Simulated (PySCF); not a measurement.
1,3-dichloropropane, C₃H₆Cl₂.
Numbering: `[Cl:1][CH2:2][CH2:3][CH2:4][Cl:5]` (hydrogens: H6, H7 on C2; H8, H9 on C3; H10, H11 on C4)

Cartesian coordinates in Å at the PBE0-D3(BJ)/def2-SVP level; atoms count from 1:
```xyz
11
C3H6Cl2 angstrom
Cl     1.704    1.349    0.903
C      0.677    0.957   -0.512
C      0.165   -0.466   -0.455
C     -0.731   -0.763    0.727
Cl    -2.228    0.221    0.689
H      1.290    1.124   -1.407
H     -0.157    1.673   -0.510
H      1.021   -1.162   -0.419
H     -0.381   -0.671   -1.392
H     -0.220   -0.533    1.672
H     -1.042   -1.816    0.735
```

Method used: core-valence-separated Tamm–Dancoff BHandHLYP/aug-pcX-1 (pcseg-1 on H, def2-SVPD on Cl) in PySCF, non-relativistic, gas phase, PBE0-D3(BJ)/def2-SVP geometry. Absolute energies from this functional tend to lie a few eV below measured edges; no shift was applied.

The lowest roots of each edge with f over 0.003 (five at most, numbered afresh; weaker and dark ones are left out), with transition dipoles (au) in the frame of the coordinates:

| root | edge | E (eV) | μx | μy | μz |
| --- | --- | --- | --- | --- | --- |
| 1 | C | 284.97 | 0.0097 | 0.0433 | 0.0664 |
| 2 | C | 284.97 | 0.1002 | -0.0384 | 0.0427 |
| 3 | C | 286.03 | -0.0127 | 0.0371 | 0.0370 |
| 4 | C | 286.53 | -0.0460 | 0.0250 | -0.0407 |
| 5 | C | 286.85 | 0.0287 | 0.0122 | -0.0025 |

Problem. What are the oscillator strengths?

Solution. f = (2/3) ΔE |μ|², with ΔE in hartree (27.2114 eV):

| root | ΔE (Eh) | \|μ\|² (au) | f | core hole on |
| --- | --- | --- | --- | --- |
| 1 | 10.4724 | 0.006376 | 0.045 | C2/C4 |
| 2 | 10.4725 | 0.013340 | 0.093 | C2/C4 |
| 3 | 10.5115 | 0.002906 | 0.020 | C3 |
| 4 | 10.5296 | 0.004398 | 0.031 | C3 |
| 5 | 10.5414 | 0.000979 | 0.007 | C3 |

Problem. Molecules are fixed in this frame and the field points along x. What effective strengths 3 f cos²θ do the roots have (θ between field and μ)?

Solution. root 1 (C2/C4): 0.002, root 2 (C2/C4): 0.211, root 3 (C3): 0.003, root 4 (C3): 0.045, root 5 (C3): 0.017. Root 2 is the strongest. Averaged over all orientations cos²θ is 1/3, which gives f back. For degenerate partners only the sum has meaning, as the program may mix them freely.

Rough CPU time on one thread of a shared machine: about 28 s.

One conformer stands for the species.
